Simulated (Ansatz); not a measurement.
Relaxation of AlFH$_{2}$ (4 atoms, charge 0, multiplicity 1), to a largest force component of 0.03 eV/Å in at most 50 steps.

All numbers below come from Ansatz, RKS PBE/6-31G*.

```xyz
4
Properties=species:S:1:pos:R:3
Al 0.276 0.000 0.063
F 0.726 0.000 1.669
H 1.797 0.000 -0.232
H -1.188 0.000 -0.570
```

Question: Where does it end, and by what steps?

Answer: It converged. After 5 steps the energy has fallen by 0.603 eV; H3 moved furthest, 0.35 Å.

```json
{"step": "0", "energy less start (eV)": "0.0000", "largest force component (eV/Å)": "1.581", "accepted": "yes"}
{"step": "1", "energy less start (eV)": "-0.4666", "largest force component (eV/Å)": "0.764", "accepted": "yes"}
{"step": "2", "energy less start (eV)": "-0.5908", "largest force component (eV/Å)": "0.692", "accepted": "yes"}
{"step": "3", "energy less start (eV)": "-0.5934", "largest force component (eV/Å)": "0.814", "accepted": "yes"}
{"step": "4", "energy less start (eV)": "-0.6027", "largest force component (eV/Å)": "0.055", "accepted": "yes"}
{"step": "5", "energy less start (eV)": "-0.6028", "largest force component (eV/Å)": "0.004", "accepted": "yes"}
```

```xyz
4
Properties=species:S:1:pos:R:3
Al 0.402 0.000 0.180
F 0.443 0.000 1.849
H 1.805 0.000 -0.584
H -1.037 0.000 -0.514
```

Whether the end is a true minimum wasn't checked by a vibrational analysis.

Time of the run: 4.2 s on 1 thread of Arm Neoverse V2, with other jobs on the host, peak memory 0.097 GiB.
